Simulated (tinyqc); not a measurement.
Worked calculation: UHF in the sto-3g basis, for LiH+, spin multiplicity 2. One step of it, computed by the program tinyqc.

Question. Iteration 2: DIIS coefficients. Solve [B -1; -1 0][c; lambda] = [0; -1] for the coefficients, which sum to one.

B (overlaps of the stored error matrices):
```
               1              2
1  4.9591441e-02  2.5053993e-02
2  2.5053993e-02  1.2802451e-02
```

Give: DIIS coefficients.

Answer.

DIIS coefficients: -0.9972  1.9972
